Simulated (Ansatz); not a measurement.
# C₄H₉N: one species, many methods

Aim: compute C₄H₉N with functionals from several rungs and with coupled cluster, and see how far each lands from CCSD(T) at the basis-set limit for the atomisation energy.

Program: Ansatz 0.2.0, Gaussian basis. Level of theory: functionals in def2-TZVPP, the program's frozen cores in correlated methods. These are calculated values, not measurements.

Plan: PBE-D4, r2SCAN-D4, PBE0-D4, B3LYP-D4, ωB97X-V, ωB97M-V, B2PLYP; CCSD(T)/def2-TZVPP; MP2/def2-QZVPP; extrapolation to the limit.

## 1. Structure used throughout

An earlier PBE0-D4 in a triple-zeta def2 set relaxation fixed the geometry.

SMILES `NCC1CC1`, 14 atoms, charge 0, spin multiplicity 1.

Atoms are counted from 1 here; the program's logs count them from 0.

Bond lengths: N1–C2 1.454 Å, N1–H6 1.014 Å, N1–H7 1.013 Å, C2–C3 1.507 Å, C2–H8 1.095 Å, C2–H9 1.096 Å, C3–C4 1.498 Å, C3–C5 1.496 Å, C3–H10 1.087 Å, C4–C5 1.500 Å, C4–H11 1.085 Å, C4–H12 1.083 Å, C5–H13 1.083 Å, C5–H14 1.084 Å. Angles: C2–N1–H6 109.8°, C2–N1–H7 110.2°, H6–N1–H7 106.4°, N1–C2–C3 115.9°, N1–C2–H8 107.9°, N1–C2–H9 108.2°, C3–C2–H8 109.8°, C3–C2–H9 108.6°, H8–C2–H9 106.0°, C2–C3–C4 119.3°, C2–C3–C5 120.0°, C2–C3–H10 114.7°, C4–C3–C5 60.1°, C4–C3–H10 116.0°, C5–C3–H10 116.1°, C3–C4–C5 59.9°, C3–C4–H11 117.5°, C3–C4–H12 118.8° and more.

Geometry (Å):

```xyz
14
charge 0, multiplicity 1
N    -0.0748    0.9125    1.9772
C    -0.0857    1.0547    0.5306
C    -0.4805   -0.1733   -0.2477
C     0.5447   -1.2321   -0.5171
C     0.0349   -0.3754   -1.6375
H     0.5044    0.1232    2.2403
H    -1.0076    0.7086    2.3158
H    -0.7545    1.8845    0.2789
H     0.9157    1.3657    0.2103
H    -1.4905   -0.5264   -0.0559
H     1.5556   -1.0517   -0.1677
H     0.2414   -2.2712   -0.4878
H    -0.6184   -0.8276   -2.3730
H     0.7024    0.3794   -2.0375
```

## 2. PBE-D4 (GGA)

Contents of in.yaml:

```yaml
crystal:
  periodic: [false, false, false]
  atoms:
    - {symbol: N, position_ang: [-0.074848, 0.912452, 1.977164]}
    - {symbol: C, position_ang: [-0.085705, 1.054699, 0.530562]}
    - {symbol: C, position_ang: [-0.480519, -0.173273, -0.247750]}
    - {symbol: C, position_ang: [0.544691, -1.232091, -0.517128]}
    - {symbol: C, position_ang: [0.034948, -0.375419, -1.637471]}
    - {symbol: H, position_ang: [0.504378, 0.123208, 2.240260]}
    - {symbol: H, position_ang: [-1.007617, 0.708564, 2.315785]}
    - {symbol: H, position_ang: [-0.754469, 1.884468, 0.278915]}
    - {symbol: H, position_ang: [0.915674, 1.365707, 0.210347]}
    - {symbol: H, position_ang: [-1.490535, -0.526364, -0.055901]}
    - {symbol: H, position_ang: [1.555615, -1.051660, -0.167700]}
    - {symbol: H, position_ang: [0.241436, -2.271156, -0.487810]}
    - {symbol: H, position_ang: [-0.618380, -0.827620, -2.372990]}
    - {symbol: H, position_ang: [0.702432, 0.379386, -2.037481]}
basis:
  gaussian: {orbitals: def2-TZVPP}
hamiltonian: {xc: pbe, dispersion: d4}
output: {forces: true, orbitals: {seedname: orbitals}}
```

Launch:

```sh
$ ansatz run in.yaml --threads 4 --pin off --events-out ev --progress --plain --max-ram 10444MiB
```

After this run come: r2SCAN-D4 (meta-GGA); PBE0-D4 (hybrid); B3LYP-D4 (hybrid); ωB97X-V (range-separated); ωB97M-V (range-separated); B2PLYP (double hybrid); CCSD(T) in def2-TZVPP; MP2 in def2-QZVPP.

**Question.** What will the summary of the whole plan be? Wanted: atomisation energy, CCSD(T)/CBS; farthest; mean size of error, hybrid; mean size of error, range-separated; gap, smallest and largest; T1 diagnostic; triples share of the correlation energy.

**Answer**, as computed:

| quantity | value |
| --- | --- |
| atomisation energy, CCSD(T)/CBS | 57.006 eV |
| functionals within 0.285 eV (0.5 %) | r2SCAN-D4, B3LYP-D4, ωB97X-V |
| farthest | PBE-D4 (+1.473 eV) |
| mean size of error, hybrid | 0.387 eV |
| mean size of error, range-separated | 0.282 eV |
| gap, smallest and largest | 5.71 eV (PBE-D4), 12.33 eV (ωB97X-V) |
| T1 diagnostic | 0.0085 |
| triples share of the correlation energy | 3.9 % |

PBE-D4 is off by +1.473 eV. Double hybrids carry the basis error of their MP2 part in triple zeta, and no dispersion term here, so their miss is partly the set-up's. The reference freezes the cores and leaves out relativity and excitations past (T), so misses under about 0.285 eV can't be ranked. Hartree-Fock recovers 73 % of the binding; the rest is correlation. Orbital gaps span 5.7 to 12.3 eV; exact exchange widens them.
